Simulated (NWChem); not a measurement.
**CF4 (tetrafluoromethane) at 6 levels**

Wanted: a comparison of 6 runs (BLYP/aug-cc-pVDZ, r2SCAN/aug-cc-pVDZ, PBE/aug-cc-pVDZ, SVWN5/aug-cc-pVDZ, TPSS/aug-cc-pVDZ, revPBE/aug-cc-pVDZ) of CF4 (tetrafluoromethane). 

The results are computed with NWChem 7.3.0.

**1. The molecule**

CF4 has 5 atoms, charge 0, and is taken as a singlet. SMILES: `FC(F)(F)F`. The C2–F4 distance was set to 1.713 Å, away from the relaxed value.

Bond lengths: F1–C2 1.318 Å, C2–F3 1.318 Å, C2–F5 1.318 Å. Angles: F1–C2–F3 109.5°, F1–C2–F5 109.5°, F3–C2–F5 109.5°. A long bond or contact: C2–F4 1.713 Å.

**2. A single-point energy at BLYP/aug-cc-pVDZ (run 1)**

Input file cf4.nw:

```
START cf4
memory stack 880 mb heap 220 mb global 1100 mb
charge 0
GEOMETRY noautosym nocenter noautoz
   F     -0.707905     0.256682     1.276860
   C      0.152195     0.216682     0.279060
   F      1.299695    -0.269918     0.707460
   F     -0.464000    -0.786000    -0.966200
   F      0.338795     1.434382    -0.189340
END
BASIS spherical bse
   * library aug-cc-pVDZ
END
DFT
   xc becke88 lyp
   mult 1
   grid fine
   convergence energy 1e-08
   maxiter 100
   mulliken
   print low
END
TASK dft energy
```

Launch:

```
$ nwchem cf4.nw > cf4.out
```

Log:

```text
[...]
 d= 0,ls=0.0,diis     1   -437.1614139833 -6.30D+02  2.54D-02  2.68D+00     6.8
[...]
 d= 0,ls=0.0,diis    12   -437.4683448560 -1.16D-09  8.47D-08  2.31D-10    61.5
         Total DFT energy =     -437.468344855965
      One electron energy =     -990.989016805071
           Coulomb energy =      407.361599324073
    Exchange-Corr. energy =      -47.045193434008
 Nuclear repulsion energy =      193.204266059042
[...]
      Total Density - Mulliken Population Analysis
     ---------------------------------------------
    Atom       Charge   Shell Charges
 -----------   ------   -------------------------------------------------------
    1 F    9     9.25   2.01  0.90  1.03  0.13  3.34  1.74  0.10  0.01  0.01
    2 C    6     4.79   2.02  0.69  0.06 -0.04  1.82 -0.04 -0.04  0.31  0.01
    3 F    9     9.25   2.01  0.90  1.03  0.13  3.34  1.74  0.10  0.01  0.01
    4 F    9     9.44   2.01  0.91  1.04  0.09  3.26  1.92  0.21  0.00  0.01
    5 F    9     9.25   2.01  0.90  1.03  0.13  3.34  1.74  0.10  0.01  0.01
[...]
```

Run time: 62 s. Hardware: 1 thread of AMD EPYC, shared host; peak memory 0.11 GiB.

**3. The energy at r2SCAN/aug-cc-pVDZ (run 2)**

Input file run.py:

```python
from ase import Atoms
from ase.calculators.nwchem import NWChem

system = Atoms(['F', 'C', 'F', 'F', 'F'], positions=[
    [-0.707905, 0.256682, 1.276860],
    [0.152195, 0.216682, 0.279060],
    [1.299695, -0.269918, 0.707460],
    [-0.464000, -0.786000, -0.966200],
    [0.338795, 1.434382, -0.189340],
])

calc = NWChem(
    label='mymol',
    theory='dft',
    memory='2200 mb',
    basis='aug-cc-pVDZ',
    basispar='spherical bse',
    dft={'xc': 'r2scan', 'mult': '1', 'grid': 'fine', 'convergence': 'energy 1e-08', 'iterations': '100', 'mulliken': None, 'print': 'low'},
    task='energy',
)
system.calc = calc

e = system.get_potential_energy()
print(f"E = {e:.6f} eV")
```

Launch:

```
$ export ASE_NWCHEM_COMMAND="nwchem PREFIX.nwi > PREFIX.nwo"
$ python run.py
```

Log:

```text
E = -11900.042546 eV
```

The calculator wrote mymol.nwi:

```
title "mymol"

permanent_dir mymol

scratch_dir mymol

start mymol

geometry units angstrom nocenter noautosym noautoz
  F  -7.0790500000000001e-01 2.5668200000000002e-01 1.2768600000000001e+00
  C  1.5219500000000000e-01 2.1668200000000001e-01 2.7905999999999997e-01
  F  1.2996950000000000e+00 -2.6991799999999999e-01 7.0745999999999998e-01
  F  -4.6400000000000002e-01 -7.8600000000000003e-01 -9.6619999999999995e-01
  F  3.3879500000000001e-01 1.4343820000000000e+00 -1.8934000000000001e-01
end

memory 2200 mb

basis spherical bse noprint
   * library aug-cc-pVDZ
end

dft
  xc r2scan
  mult 1
  grid fine
  convergence energy 1e-08
  iterations 100
  mulliken
  print low
end

task dft energy
```

mymol.nwo:

```text
Northwest Computational Chemistry Package (NWChem) 7.3.0
             --------------------------------------------------------

           Job information
           ---------------

    nwchem branch   = 7.3.0
    use scalapack   = T
    input           = mymol.nwi
    prefix          = mymol.
    data base       = mymol/mymol.db
    status          = startup
    nproc           =        1

           Memory information
           ------------------

[... 5 lines left out ...]
    hardfail = no
[... 37 lines left out ...]
            Nuclear Dipole moment (a.u.)
[... 79 lines left out ...]
         Total DFT energy =     -437.318500983508
[... 1 line left out ...]
           Coulomb energy =      407.564468456924
[... 1 line left out ...]
 Nuclear repulsion energy =      193.204266059042
[... 17 lines left out ...]
     -------------------------------------------
      Total Density - Lowdin Population Analysis
     -------------------------------------------

    Atom       Charge   Shell Charges
 -----------   ------   -------------------------------------------------------
    1 F    9     8.84   1.92  0.90  0.68  0.12  3.16  1.77  0.21  0.01  0.09
    2 C    6     6.36   1.81  0.51  0.21  0.06  1.43  0.69  0.08  0.65  0.93
    3 F    9     8.84   1.92  0.90  0.68  0.12  3.16  1.77  0.21  0.01  0.09
    4 F    9     9.11   1.92  0.94  0.78  0.13  3.11  1.94  0.27  0.00  0.03
    5 F    9     8.84   1.92  0.90  0.68  0.12  3.16  1.77  0.21  0.01  0.09

 Task  times  cpu:       61.2s     wall:       61.2s
 Total times  cpu:       61.3s     wall:       61.3s
```

It took 63 s on 1 thread of AMD EPYC, shared host; peak memory 0.11 GiB.

**4. A single-point energy at PBE/aug-cc-pVDZ (run 3)**

Input file mol.nw:

```
start mol
title "CF4"
memory total 2200 mb

geometry noautosym nocenter noautoz
  F       -0.707905       0.256682       1.276860
  C        0.152195       0.216682       0.279060
  F        1.299695      -0.269918       0.707460
  F       -0.464000      -0.786000      -0.966200
  F        0.338795       1.434382      -0.189340
end

basis spherical bse
  * library aug-cc-pVDZ
end

dft
  xc xpbe96 cpbe96
  mult 1
  grid fine
  convergence energy 1e-08
  maxiter 100
  mulliken
end

task dft energy
```

Launch:

```
$ nwchem mol.nw > mol.out
```

Log:

```text
[...]
          Wavefunction type:  closed shell.
          No. of atoms     :     5
          No. of electrons :    42
[...]
          Charge           :     0
          Spin multiplicity:     1
[...]
          AO basis - number of functions:   115
[...]
              XC Information
              --------------
          PerdewBurkeErnzerhof Exchange Functional  1.000
            Perdew 1991 LDA Correlation Functional  1.000 local
           PerdewBurkeErnz. Correlation Functional  1.000 non-local
[...]
 d= 0,ls=0.0,diis     1   -436.7835001921 -6.30D+02  2.54D-02  2.74D+00     6.8
[...]
 d= 0,ls=0.0,diis    12   -437.0944704386 -1.09D-09  7.70D-08  1.93D-10    63.0
         Total DFT energy =     -437.094470438611
      One electron energy =     -990.950003448650
           Coulomb energy =      407.302335223231
    Exchange-Corr. energy =      -46.651068272234
 Nuclear repulsion energy =      193.204266059042
[...]
      Total Density - Mulliken Population Analysis
     ---------------------------------------------
    Atom       Charge   Shell Charges
 -----------   ------   -------------------------------------------------------
    1 F    9     9.27   2.01  0.90  1.04  0.13  3.32  1.77  0.09  0.01  0.01
    2 C    6     4.74   2.02  0.69  0.05 -0.03  1.80 -0.06 -0.03  0.32 -0.01
    3 F    9     9.27   2.01  0.90  1.04  0.13  3.32  1.77  0.09  0.01  0.01
    4 F    9     9.44   2.01  0.91  1.04  0.09  3.24  1.94  0.19  0.00  0.01
    5 F    9     9.27   2.01  0.90  1.04  0.13  3.32  1.77  0.09  0.01  0.01
[...]
```

It took 64 s on 1 thread of AMD EPYC, shared host; peak memory 0.11 GiB.

Runs 4 to 5 aren't shown in full; the table further down has their settings and results.

**5. A single-point energy at revPBE/aug-cc-pVDZ (run 6)**

Input file cf4.xyz:

```xyz
5
CF4 energy
F     -0.707905     0.256682     1.276860
C      0.152195     0.216682     0.279060
F      1.299695    -0.269918     0.707460
F     -0.464000    -0.786000    -0.966200
F      0.338795     1.434382    -0.189340
```

Input file cf4.nw:

```
START cf4
TITLE "CF4 energy"
memory total 2200 mb

GEOMETRY units angstroms noautosym nocenter noautoz
  load cf4.xyz
END

BASIS spherical bse
  * library aug-cc-pVDZ
END

DFT
  xc revpbe cpbe96
  grid fine
  convergence energy 1e-08
  maxiter 100
  mulliken
  noprint "final vectors analysis"
END

TASK dft energy
```

Launch:

```
$ nwchem cf4.nw > cf4.out
```

Log:

```text
[...]
          Wavefunction type:  closed shell.
          No. of atoms     :     5
          No. of electrons :    42
[...]
          Charge           :     0
          Spin multiplicity:     1
[...]
          AO basis - number of functions:   115
[...]
              XC Information
              --------------
                        RevPBE Exchange Functional  1.000
            Perdew 1991 LDA Correlation Functional  1.000 local
           PerdewBurkeErnz. Correlation Functional  1.000 non-local
[...]
 d= 0,ls=0.0,diis     1   -437.0595269481 -6.30D+02  2.49D-02  2.65D+00     6.8
[...]
 d= 0,ls=0.0,diis    11   -437.3656510934 -9.56D-09  3.65D-07  9.60D-09    57.9
         Total DFT energy =     -437.365651093362
      One electron energy =     -990.995266464384
           Coulomb energy =      407.357742103956
    Exchange-Corr. energy =      -46.932392791976
 Nuclear repulsion energy =      193.204266059042
[...]
      Total Density - Mulliken Population Analysis
     ---------------------------------------------
    Atom       Charge   Shell Charges
 -----------   ------   -------------------------------------------------------
    1 F    9     9.30   2.01  0.90  1.05  0.13  3.32  1.78  0.09  0.01  0.01
    2 C    6     4.65   2.02  0.69  0.04 -0.03  1.79 -0.10 -0.03  0.32 -0.04
    3 F    9     9.30   2.01  0.90  1.05  0.13  3.32  1.78  0.09  0.01  0.01
    4 F    9     9.45   2.01  0.91  1.04  0.08  3.24  1.95  0.19  0.00  0.02
    5 F    9     9.30   2.01  0.90  1.05  0.13  3.32  1.78  0.09  0.01  0.01
[...]
```

It took 59 s on 1 thread of AMD EPYC, shared host; peak memory 0.11 GiB.

**6. The series**

| run | level | energy (Eh) | wall time |
| --- | --- | --- | --- |
| 1 | BLYP/aug-cc-pVDZ | -437.468345 | 62 s |
| 2 | r2SCAN/aug-cc-pVDZ | -437.318501 | 63 s |
| 3 | PBE/aug-cc-pVDZ | -437.094470 | 64 s |
| 4 | SVWN5/aug-cc-pVDZ | -434.647107 | 53 s |
| 5 | TPSS/aug-cc-pVDZ | -437.537643 | 62 s |
| 6 | revPBE/aug-cc-pVDZ | -437.365651 | 59 s |

**7. What came out**

```
            quantity          value
 run 6: total energy  -437.36565 Eh
run 6: dipole moment         1.75 D
```

In words: Over runs 3, 4, 5, 6 the dipole moment (its size) runs from 1.72 D (TPSS/aug-cc-pVDZ) to 1.75 D (revPBE/aug-cc-pVDZ). Totals of different functionals can't be ranked against each other. All runs together took 6.1 min, the longest 64 s.
